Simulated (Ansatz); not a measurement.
One stationary structure of Cu. All values below come from PBE (plane waves to 420 eV, PAW, scalar-relativistic; Ansatz, a quantum-chemistry and plane-wave program).

```cif
data_Cu
_chemical_formula_sum 'Cu1'
_space_group_name_H-M_alt 'P 1'
_space_group_IT_number 1
_cell_length_a 2.56592
_cell_length_b 2.56592
_cell_length_c 2.56592
_cell_angle_alpha 60.000
_cell_angle_beta 60.000
_cell_angle_gamma 60.000
loop_
_space_group_symop_operation_xyz
  'x, y, z'
loop_
_atom_site_label
_atom_site_type_symbol
_atom_site_fract_x
_atom_site_fract_y
_atom_site_fract_z
_atom_site_occupancy
Cu1 Cu 0.50000 0.50000 0.50000 1
```

Determine the symmetry and give the standard cell with its independent sites.

Space group Fm-3m (No. 225); a = b = c = 3.6288 Å, α = β = γ = 90.00°

```
atom  site  symmetry       x       y       z
----  ----  --------  ------  ------  ------
Cu      4b      m-3m  0.5000  0.5000  0.5000
```

This is the fcc (Cu type).

Give the shortest distances between elements (the closest pairs, up to four, under 3.6 Å).

Cu–Cu 2.57 Å.

```yaml
volume_per_atom: 11.95 Å³
band_gap: zero (metallic)
```

No spin polarisation in the result.

Measured for Cu: a 3.595 Å (static lattice; corrected from measurement; as listed in Gábor I. Csonka et al., Physical Review B (2009)). Computed minus measured — a: PBE +0.9 %. The computed values are for a static lattice.

The run could not lose the symmetry of its start.
